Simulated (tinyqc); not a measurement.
Worked calculation (part 1 of 2): LCCD on RHF in the sto-3g basis, frozen core, for H3O+, spin multiplicity 1. Computed by tinyqc, a small Python program that keeps every step (integrals from PySCF). Settings: charge = 1, multiplicity = 1, basis = sto-3g, method = RHF, frozen orbitals = 1, energy threshold = 1e-10, iteration cap = 71, orthogonalisation = symmetric, start = atomic densities, DIIS depth = 6, amplitude equations = LCCD, DIIS depth for amplitudes = 0, cap on updates = 58. Command: `OMP_NUM_THREADS=1 python tinyqc.py 25019 25020 out.jsonl` (the two numbers bound the seeds that draw the settings). One thread of a shared host (Intel(R) Xeon(R) Processor @ 2.60GHz), about 0.1 s of CPU time with the checks. The early iterations of the SCF are left out here.

## One-electron integrals

Geometry (angstrom):
```
atom          x          y         z
O      0.000000   0.000000  0.333000
H      0.849000   0.000000  0.000000
H     -0.424000   0.735000  0.000000
H     -0.424000  -0.735000  0.000000
```

Basis sto-3g: exponents (1/bohr^2) and contraction coefficients of normalised primitives:
```
element  l (shell)    exponent  coefficient
O            s (1)  130.709320     0.154329
O            s (1)   23.808861     0.535328
O            s (1)    6.443608     0.444635
O            s (2)    5.033151    -0.099967
O            s (2)    1.169596     0.399513
O            s (2)    0.380389     0.700115
O            p (3)    5.033151     0.155916
O            p (3)    1.169596     0.607684
O            p (3)    0.380389     0.391957
H            s (1)    3.425251     0.154329
H            s (1)    0.623914     0.535328
H            s (1)    0.168855     0.444635
```

Overlap, kinetic and nuclear-attraction integrals over the contracted functions; the nuclear repulsion is the sum of Za Zb / Rab.

nuclear repulsion = 15.01061437 hartree

overlap S, order 1O 1s, 1O 2s, 1O 2px, 1O 2py, 1O 2pz, 2H 1s, 3H 1s, 4H 1s:
```
[[1.000000, 0.236704, 0.000000, 0.000000, 0.000000, 0.060069, 0.060131, 0.060131],
 [0.236704, 1.000000, 0.000000, 0.000000, 0.000000, 0.504934, 0.505231, 0.505231],
 [0.000000, 0.000000, 1.000000, 0.000000, 0.000000, 0.380454, -0.190161, -0.190161],
 [0.000000, 0.000000, 0.000000, 1.000000, 0.000000, 0.000000, 0.329642, -0.329642],
 [0.000000, 0.000000, 0.000000, 0.000000, 1.000000, -0.149224, -0.149348, -0.149348],
 [0.060069, 0.504934, 0.380454, 0.000000, -0.149224, 1.000000, 0.268025, 0.268025],
 [0.060131, 0.505231, -0.190161, 0.329642, -0.149348, 0.268025, 1.000000, 0.268006],
 [0.060131, 0.505231, -0.190161, -0.329642, -0.149348, 0.268025, 0.268006, 1.000000]]
```

kinetic energy T (hartree), order 1O 1s, 1O 2s, 1O 2px, 1O 2py, 1O 2pz, 2H 1s, 3H 1s, 4H 1s:
```
[[29.003200, -0.168011, 0.000000, 0.000000, 0.000000, 0.001116, 0.001155, 0.001155],
 [-0.168011, 0.808128, 0.000000, 0.000000, 0.000000, 0.151500, 0.151733, 0.151733],
 [0.000000, 0.000000, 2.528731, 0.000000, 0.000000, 0.298137, -0.149132, -0.149132],
 [0.000000, 0.000000, 0.000000, 2.528731, 0.000000, 0.000000, 0.258519, -0.258519],
 [0.000000, 0.000000, 0.000000, 0.000000, 2.528731, -0.116937, -0.117125, -0.117125],
 [0.001116, 0.151500, 0.298137, 0.000000, -0.116937, 0.760032, 0.012331, 0.012331],
 [0.001155, 0.151733, -0.149132, 0.258519, -0.117125, 0.012331, 0.760032, 0.012326],
 [0.001155, 0.151733, -0.149132, -0.258519, -0.117125, 0.012331, 0.012326, 0.760032]]
```

nuclear attraction V (hartree), order 1O 1s, 1O 2s, 1O 2px, 1O 2py, 1O 2pz, 2H 1s, 3H 1s, 4H 1s:
```
[[-62.359784, -7.595259, 0.000004, 0.000000, 0.018752, -1.985399, -1.987485, -1.987485],
 [-7.595259, -10.762654, 0.000011, 0.000000, 0.216436, -4.430142, -4.433321, -4.433321],
 [0.000004, 0.000011, -10.730799, 0.000000, -0.000038, -2.981097, 1.490248, 1.490248],
 [0.000000, 0.000000, 0.000000, -10.731054, 0.000000, 0.000000, -2.583387, 2.583387],
 [0.018752, 0.216436, -0.000038, 0.000000, -10.605910, 1.242142, 1.243350, 1.243350],
 [-1.985399, -4.430142, -2.981097, 0.000000, 1.242142, -6.383812, -1.886994, -1.886994],
 [-1.987485, -4.433321, 1.490248, -2.583387, 1.243350, -1.886994, -6.385590, -1.887225],
 [-1.987485, -4.433321, 1.490248, 2.583387, 1.243350, -1.886994, -1.887225, -6.385590]]
```

core Hamiltonian H = T + V (hartree), order 1O 1s, 1O 2s, 1O 2px, 1O 2py, 1O 2pz, 2H 1s, 3H 1s, 4H 1s:
```
[[-33.356585, -7.763270, 0.000004, 0.000000, 0.018752, -1.984284, -1.986330, -1.986330],
 [-7.763270, -9.954527, 0.000011, 0.000000, 0.216436, -4.278642, -4.281588, -4.281588],
 [0.000004, 0.000011, -8.202068, 0.000000, -0.000038, -2.682960, 1.341116, 1.341116],
 [0.000000, 0.000000, 0.000000, -8.202323, 0.000000, 0.000000, -2.324868, 2.324868],
 [0.018752, 0.216436, -0.000038, 0.000000, -8.077179, 1.125205, 1.126225, 1.126225],
 [-1.984284, -4.278642, -2.682960, 0.000000, 1.125205, -5.623780, -1.874663, -1.874663],
 [-1.986330, -4.281588, 1.341116, -2.324868, 1.126225, -1.874663, -5.625558, -1.874899],
 [-1.986330, -4.281588, 1.341116, 2.324868, 1.126225, -1.874663, -1.874899, -5.625558]]
```

## Two-electron integrals

Functions are numbered as in S; the eight-fold symmetry (ij|kl) = (ji|kl) = (kl|ij) leaves the list below.

Two-electron integrals (ij|kl) in chemists' order, unique and non-zero (hartree):
```
(11|11) 4.785065    (21|11) 0.741380    (21|21) 0.136873    (22|11) 1.118947
(22|21) 0.256633    (22|22) 0.817206    (31|31) 0.024477    (32|31) 0.037809
(32|32) 0.180518    (33|11) 1.115814    (33|21) 0.256684    (33|22) 0.817023
(33|33) 0.880159    (41|41) 0.024477    (42|41) 0.037809    (42|42) 0.180518
(43|43) 0.047444    (44|11) 1.115814    (44|21) 0.256684    (44|22) 0.817023
(44|33) 0.785270    (44|44) 0.880159    (51|51) 0.024477    (52|51) 0.037809
(52|52) 0.180518    (53|53) 0.047444    (54|54) 0.047444    (55|11) 1.115814
(55|21) 0.256684    (55|22) 0.817023    (55|33) 0.785270    (55|44) 0.785270
(55|55) 0.880159    (61|11) 0.191452    (61|21) 0.035016    (61|22) 0.065126
(61|31) 0.001488    (61|32) 0.002771    (61|33) 0.065326    (61|44) 0.065005
(61|51) -0.000583   (61|52) -0.001087   (61|53) -0.000126   (61|55) 0.065055
(61|61) 0.009073    (62|11) 0.436022    (62|21) 0.101125    (62|22) 0.353070
(62|31) 0.007000    (62|32) 0.052020    (62|33) 0.361961    (62|44) 0.347337
(62|51) -0.002746   (62|52) -0.020403   (62|53) -0.005736   (62|55) 0.349587
(62|61) 0.026309    (62|62) 0.184149    (63|11) 0.280202    (63|21) 0.065870
(63|22) 0.245705    (63|31) 0.014969    (63|32) 0.096992    (63|33) 0.266497
(63|44) 0.234396    (63|51) -0.001582   (63|52) -0.013586   (63|53) -0.008282
(63|55) 0.235955    (63|61) 0.017945    (63|62) 0.155676    (63|63) 0.157425
(64|41) 0.010936    (64|42) 0.062353    (64|43) 0.010985    (64|54) -0.004309
(64|64) 0.027207    (65|11) -0.109902   (65|21) -0.025836   (65|22) -0.096372
(65|31) -0.001582   (65|32) -0.013586   (65|33) -0.095910   (65|44) -0.091936
(65|51) 0.011556    (65|52) 0.067682    (65|53) 0.012544    (65|55) -0.101165
(65|61) -0.007038   (65|62) -0.061060   (65|63) -0.051075   (65|65) 0.047240
(66|11) 0.554130    (66|21) 0.130598    (66|22) 0.519804    (66|31) 0.012406
(66|32) 0.124149    (66|33) 0.553179    (66|44) 0.498611    (66|51) -0.004866
(66|52) -0.048695   (66|53) -0.021403   (66|55) 0.507006    (66|61) 0.034334
(66|62) 0.331385    (66|63) 0.320308    (66|65) -0.125633   (66|66) 0.774606
(71|11) 0.191652    (71|21) 0.035052    (71|22) 0.065193    (71|31) -0.000744
(71|32) -0.001386   (71|33) 0.065153    (71|41) 0.001290    (71|42) 0.002403
(71|43) -0.000139   (71|44) 0.065313    (71|51) -0.000584   (71|52) -0.001089
(71|53) 0.000063    (71|54) -0.000109   (71|55) 0.065122    (71|61) 0.008938
(71|62) 0.025495    (71|63) 0.016200    (71|64) 0.000691    (71|65) -0.006823
(71|66) 0.032818    (71|71) 0.009091    (72|11) 0.436345    (72|21) 0.101199
(72|22) 0.353313    (72|31) -0.003500   (72|32) -0.026006   (72|33) 0.351230
(72|41) 0.006067    (72|42) 0.045081    (72|43) -0.006331   (72|44) 0.358553
(72|51) -0.002749   (72|52) -0.020424   (72|53) 0.002868    (72|54) -0.004972
(72|55) 0.349831    (72|61) 0.025487    (72|62) 0.151267    (72|63) 0.096768
(72|64) 0.015931    (72|65) -0.048777   (72|66) 0.226224    (72|71) 0.026356
(72|72) 0.184381    (73|11) -0.140077   (73|21) -0.032930   (73|22) -0.122826
(73|31) 0.011953    (73|32) 0.071054    (73|33) -0.129421   (73|41) -0.001746
(73|42) -0.014996   (73|43) 0.011712    (73|44) -0.120971   (73|51) 0.000791
(73|52) 0.006794    (73|53) -0.005306   (73|54) 0.001721    (73|55) -0.117952
(73|61) -0.007492   (73|62) -0.034534   (73|63) -0.000803   (73|64) -0.002887
(73|65) 0.010774    (73|66) -0.034238   (73|71) -0.008980   (73|72) -0.077866
(73|73) 0.059783    (74|11) 0.242822    (74|21) 0.057083    (74|22) 0.212918
(74|31) -0.001746   (74|32) -0.014996   (74|33) 0.205309    (74|41) 0.013973
(74|42) 0.088399    (74|43) -0.009291   (74|44) 0.228744    (74|51) -0.001372
(74|52) -0.011778   (74|53) 0.001721    (74|54) -0.007297   (74|55) 0.204469
(74|61) 0.014370    (74|62) 0.091756    (74|63) 0.057932    (74|64) 0.030944
(74|65) -0.029024   (74|66) 0.137857    (74|71) 0.015567    (74|72) 0.134980
(74|73) -0.056402   (74|74) 0.125019    (75|11) -0.110013   (75|21) -0.025862
(75|22) -0.096465   (75|31) 0.000791    (75|32) 0.006794    (75|33) -0.093017
(75|41) -0.001372   (75|42) -0.011778   (75|43) 0.001721    (75|44) -0.095008
(75|51) 0.011567    (75|52) 0.067739    (75|53) -0.006272   (75|54) 0.010872
(75|55) -0.101264   (75|61) -0.006823   (75|62) -0.048787   (75|63) -0.030541
(75|64) -0.005170   (75|65) 0.037159    (75|66) -0.080221   (75|71) -0.007053
(75|72) -0.061154   (75|73) 0.025554    (75|74) -0.044297   (75|75) 0.047315
(76|11) 0.177764    (76|21) 0.041559    (76|22) 0.155974    (76|31) 0.001162
(76|32) 0.010020    (76|33) 0.156015    (76|41) 0.002011    (76|42) 0.017336
(76|43) 0.000468    (76|44) 0.156552    (76|51) -0.001822   (76|52) -0.015707
(76|53) -0.001665   (76|54) -0.002881   (76|55) 0.155191    (76|61) 0.010695
(76|62) 0.079630    (76|63) 0.062305    (76|64) 0.007723    (76|65) -0.029684
(76|66) 0.144951    (76|71) 0.010706    (76|72) 0.079674    (76|73) -0.024443
(76|74) 0.057843    (76|75) -0.029707   (76|76) 0.041048    (77|11) 0.554351
(77|21) 0.130649    (77|22) 0.519966    (77|31) -0.006202   (77|32) -0.062053
(77|33) 0.512394    (77|41) 0.010752    (77|42) 0.107567    (77|43) -0.023623
(77|44) 0.539717    (77|51) -0.004871   (77|52) -0.048735   (77|53) 0.010702
(77|54) -0.018553   (77|55) 0.507173    (77|61) 0.032797    (77|62) 0.226137
(77|63) 0.136517    (77|64) 0.039207    (77|65) -0.080180   (77|66) 0.352122
(77|71) 0.034383    (77|72) 0.331633    (77|73) -0.160131   (77|74) 0.277585
(77|75) -0.125763   (77|76) 0.144951    (77|77) 0.774606    (81|11) 0.191652
(81|21) 0.035052    (81|22) 0.065193    (81|31) -0.000744   (81|32) -0.001386
(81|33) 0.065153    (81|41) -0.001290   (81|42) -0.002403   (81|43) 0.000139
(81|44) 0.065313    (81|51) -0.000584   (81|52) -0.001089   (81|53) 0.000063
(81|54) 0.000109    (81|55) 0.065122    (81|61) 0.008938    (81|62) 0.025495
(81|63) 0.016200    (81|64) -0.000691   (81|65) -0.006823   (81|66) 0.032818
(81|71) 0.008948    (81|72) 0.025513    (81|73) -0.008697   (81|74) 0.013693
(81|75) -0.006830   (81|76) 0.010430    (81|77) 0.032830    (81|81) 0.009091
(82|11) 0.436345    (82|21) 0.101199    (82|22) 0.353313    (82|31) -0.003500
(82|32) -0.026006   (82|33) 0.351230    (82|41) -0.006067   (82|42) -0.045081
(82|43) 0.006331    (82|44) 0.358553    (82|51) -0.002749   (82|52) -0.020424
(82|53) 0.002868    (82|54) 0.004972    (82|55) 0.349831    (82|61) 0.025487
(82|62) 0.151267    (82|63) 0.096768    (82|64) -0.015931   (82|65) -0.048777
(82|66) 0.226224    (82|71) 0.025513    (82|72) 0.151356    (82|73) -0.062158
(82|74) 0.075870    (82|75) -0.048817   (82|76) 0.066789    (82|77) 0.226253
(82|81) 0.026356    (82|82) 0.184381    (83|11) -0.140077   (83|21) -0.032930
(83|22) -0.122826   (83|31) 0.011953    (83|32) 0.071054    (83|33) -0.129421
(83|41) 0.001746    (83|42) 0.014996    (83|43) -0.011712   (83|44) -0.120971
(83|51) 0.000791    (83|52) 0.006794    (83|53) -0.005306   (83|54) -0.001721
(83|55) -0.117952   (83|61) -0.007492   (83|62) -0.034534   (83|63) -0.000803
(83|64) 0.002887    (83|65) 0.010774    (83|66) -0.034238   (83|71) -0.008697
(83|72) -0.062158   (83|73) 0.046818    (83|74) -0.030400   (83|75) 0.019741
(83|76) -0.020067   (83|77) -0.102163   (83|81) -0.008980   (83|82) -0.077866
(83|83) 0.059783    (84|11) -0.242822   (84|21) -0.057083   (84|22) -0.212918
(84|31) 0.001746    (84|32) 0.014996    (84|33) -0.205309   (84|41) 0.013973
(84|42) 0.088399    (84|43) -0.009291   (84|44) -0.228744   (84|51) 0.001372
(84|52) 0.011778    (84|53) -0.001721   (84|54) -0.007297   (84|55) -0.204469
(84|61) -0.014370   (84|62) -0.091756   (84|63) -0.057932   (84|64) 0.030944
(84|65) 0.029024    (84|66) -0.137857   (84|71) -0.013693   (84|72) -0.075870
(84|73) 0.030400    (84|74) -0.016722   (84|75) 0.023875    (84|76) -0.034800
(84|77) -0.098649   (84|81) -0.015567   (84|82) -0.134980   (84|83) 0.056402
(84|84) 0.125019    (85|11) -0.110013   (85|21) -0.025862   (85|22) -0.096465
(85|31) 0.000791    (85|32) 0.006794    (85|33) -0.093017   (85|41) 0.001372
(85|42) 0.011778    (85|43) -0.001721   (85|44) -0.095008   (85|51) 0.011567
(85|52) 0.067739    (85|53) -0.006272   (85|54) -0.010872   (85|55) -0.101264
(85|61) -0.006823   (85|62) -0.048787   (85|63) -0.030541   (85|64) 0.005170
(85|65) 0.037159    (85|66) -0.080221   (85|71) -0.006830   (85|72) -0.048817
(85|73) 0.019741    (85|74) -0.023875   (85|75) 0.037186    (85|76) -0.024206
(85|77) -0.080236   (85|81) -0.007053   (85|82) -0.061154   (85|83) 0.025554
(85|84) 0.044297    (85|85) 0.047315    (86|11) 0.177764    (86|21) 0.041559
(86|22) 0.155974    (86|31) 0.001162    (86|32) 0.010020    (86|33) 0.156015
(86|41) -0.002011   (86|42) -0.017336   (86|43) -0.000468   (86|44) 0.156552
(86|51) -0.001822   (86|52) -0.015707   (86|53) -0.001665   (86|54) 0.002881
(86|55) 0.155191    (86|61) 0.010695    (86|62) 0.079630    (86|63) 0.062305
(86|64) -0.007723   (86|65) -0.029684   (86|66) 0.144951    (86|71) 0.010430
(86|72) 0.066789    (86|73) -0.020067   (86|74) 0.034800    (86|75) -0.024206
(86|76) 0.034752    (86|77) 0.102222    (86|81) 0.010706    (86|82) 0.079674
(86|83) -0.024443   (86|84) -0.057843   (86|85) -0.029707   (86|86) 0.041048
(87|11) 0.177797    (87|21) 0.041566    (87|22) 0.155989    (87|31) -0.002321
(87|32) -0.020006   (87|33) 0.156832    (87|44) 0.155764    (87|51) -0.001823
(87|52) -0.015712   (87|53) 0.003325    (87|55) 0.155210    (87|61) 0.010421
(87|62) 0.066755    (87|63) 0.040171    (87|65) -0.024190   (87|66) 0.102217
(87|71) 0.010708    (87|72) 0.079674    (87|73) -0.037827   (87|74) 0.050116
(87|75) -0.029708   (87|76) 0.034750    (87|77) 0.144939    (87|81) 0.010708
(87|82) 0.079674    (87|83) -0.037827   (87|84) -0.050116   (87|85) -0.029708
(87|86) 0.034750    (87|87) 0.041042    (88|11) 0.554351    (88|21) 0.130649
(88|22) 0.519966    (88|31) -0.006202   (88|32) -0.062053   (88|33) 0.512394
(88|41) -0.010752   (88|42) -0.107567   (88|43) 0.023623    (88|44) 0.539717
(88|51) -0.004871   (88|52) -0.048735   (88|53) 0.010702    (88|54) 0.018553
(88|55) 0.507173    (88|61) 0.032797    (88|62) 0.226137    (88|63) 0.136517
(88|64) -0.039207   (88|65) -0.080180   (88|66) 0.352122    (88|71) 0.032830
(88|72) 0.226253    (88|73) -0.102163   (88|74) 0.098649    (88|75) -0.080236
(88|76) 0.102222    (88|77) 0.352111    (88|81) 0.034383    (88|82) 0.331633
(88|83) -0.160131   (88|84) -0.277585   (88|85) -0.125763   (88|86) 0.144951
(88|87) 0.144939    (88|88) 0.774606
```

## Orthogonalisation

S = U s U^T; symmetric (Loewdin) form X = U s^(-1/2) U^T, so that X^T S X = 1.

eigenvalues of S: [0.295957, 0.380936, 0.381188, 0.925647, 1.056922, 1.350781, 1.351058, 2.257510]

X, order 1O 1s, 1O 2s, 1O 2px, 1O 2py, 1O 2pz, 2H 1s, 3H 1s, 4H 1s:
```
[[1.025314, -0.154541, 0.000003, 0.000000, 0.009191, 0.020855, 0.020865, 0.020865],
 [-0.154541, 1.387613, -0.000094, 0.000000, -0.105994, -0.299985, -0.300377, -0.300377],
 [0.000003, -0.000094, 1.135104, 0.000000, 0.000036, -0.297879, 0.148959, 0.148959],
 [0.000000, 0.000000, 0.000000, 1.135309, 0.000000, 0.000000, -0.258207, 0.258207],
 [0.009191, -0.105994, 0.000036, 0.000000, 1.030724, 0.087215, 0.087359, 0.087359],
 [0.020855, -0.299985, -0.297879, 0.000000, 0.087215, 1.253894, -0.090983, -0.090983],
 [0.020865, -0.300377, 0.148959, -0.258207, 0.087359, -0.090983, 1.254249, -0.090987],
 [0.020865, -0.300377, 0.148959, 0.258207, 0.087359, -0.090983, -0.090987, 1.254249]]
```

## Iteration 8 (converged): orbitals

converged F (hartree), order 1O 1s, 1O 2s, 1O 2px, 1O 2py, 1O 2pz, 2H 1s, 3H 1s, 4H 1s:
```
[[-20.894290, -5.318701, 0.000003, 0.000000, 0.023733, -1.367438, -1.368837, -1.368837],
 [-5.318701, -3.060080, 0.000061, 0.000000, 0.157867, -1.365973, -1.366895, -1.366895],
 [0.000003, 0.000061, -0.985449, 0.000000, -0.000052, -0.656757, 0.328232, 0.328232],
 [0.000000, 0.000000, 0.000000, -0.985728, 0.000000, 0.000000, -0.568985, 0.568985],
 [0.023733, 0.157867, -0.000052, 0.000000, -0.973848, 0.316432, 0.316668, 0.316668],
 [-1.367438, -1.365973, -0.656757, 0.000000, 0.316432, -1.018418, -0.556642, -0.556642],
 [-1.368837, -1.366895, 0.328232, -0.568985, 0.316668, -0.556642, -1.019114, -0.556776],
 [-1.368837, -1.366895, 0.328232, 0.568985, 0.316668, -0.556642, -0.556776, -1.019114]]
```

Diagonalise F' = X^T F X, C = X C', fill 5 alpha and 5 beta electrons from the bottom; D = 2 C_occ C_occ^T. Each column has its largest component positive (the first on a tie).

F' = X^T F X (hartree):
```
[[-20.504746, -2.720818, -0.000025, 0.000000, 0.034737, -0.232119, -0.232557, -0.232557],
 [-2.720818, -1.647620, -0.000050, 0.000000, -0.040531, -0.550086, -0.550630, -0.550630],
 [-0.000025, -0.000050, -0.665092, 0.000000, 0.000005, -0.571630, 0.285755, 0.285755],
 [0.000000, 0.000000, 0.000000, -0.664999, 0.000000, 0.000000, -0.495302, 0.495302],
 [0.034737, -0.040531, 0.000005, 0.000000, -0.902960, 0.186789, 0.187010, 0.187010],
 [-0.232119, -0.550086, -0.571630, 0.000000, 0.186789, -0.291598, -0.113833, -0.113833],
 [-0.232557, -0.550630, 0.285755, -0.495302, 0.187010, -0.113833, -0.291451, -0.113884],
 [-0.232557, -0.550630, 0.285755, 0.495302, 0.187010, -0.113833, -0.113884, -0.291451]]
```

orbital energies (hartree): [-20.903457, -1.870253, -1.162934, -1.162662, -0.963561, 0.162744, 0.319838, 0.320367]

coefficients C, order 1O 1s, 1O 2s, 1O 2px, 1O 2py, 1O 2pz, 2H 1s, 3H 1s, 4H 1s:
```
[[0.993814, -0.237799, 0.000000, -0.000019, -0.072400, -0.164575, -0.000254, 0.000000],
 [0.029474, 0.855850, 0.000000, 0.000134, 0.354342, 1.171376, 0.002076, 0.000000],
 [-0.000002, -0.000057, 0.000000, 0.713846, -0.000141, 0.001379, -0.954984, 0.000000],
 [0.000000, 0.000000, 0.713763, 0.000000, 0.000000, 0.000000, 0.000000, 0.955411],
 [-0.003818, -0.155943, 0.000000, 0.000149, 0.930377, -0.454584, -0.000814, 0.000000],
 [-0.005683, 0.092051, 0.000000, 0.393466, -0.086191, -0.683413, 1.066661, 0.000000],
 [-0.005689, 0.092145, 0.340680, -0.196646, -0.086156, -0.681640, -0.534883, -0.924900],
 [-0.005689, 0.092145, -0.340680, -0.196646, -0.086156, -0.681640, -0.534883, 0.924900]]
```

D after iteration 8, order 1O 1s, 1O 2s, 1O 2px, 1O 2py, 1O 2pz, 2H 1s, 3H 1s, 4H 1s:
```
[[2.098914, -0.399766, 0.000017, 0.000000, -0.068141, -0.042610, -0.042650, -0.042650],
 [-0.399766, 1.717812, -0.000006, 0.000000, 0.392190, 0.096253, 0.096279, 0.096279],
 [0.000017, -0.000006, 1.019151, 0.000000, -0.000033, 0.561761, -0.280736, -0.280736],
 [0.000000, 0.000000, 0.000000, 1.018914, 0.000000, 0.000000, 0.486329, -0.486329],
 [-0.068141, 0.392190, -0.000033, 0.000000, 1.779868, -0.188929, -0.189069, -0.189069],
 [-0.042610, 0.096253, 0.561761, 0.000000, -0.188929, 0.341499, -0.122867, -0.122867],
 [-0.042650, 0.096279, -0.280736, 0.486329, -0.189069, -0.122867, 0.341357, -0.122894],
 [-0.042650, 0.096279, -0.280736, -0.486329, -0.189069, -0.122867, -0.122894, 0.341357]]
```
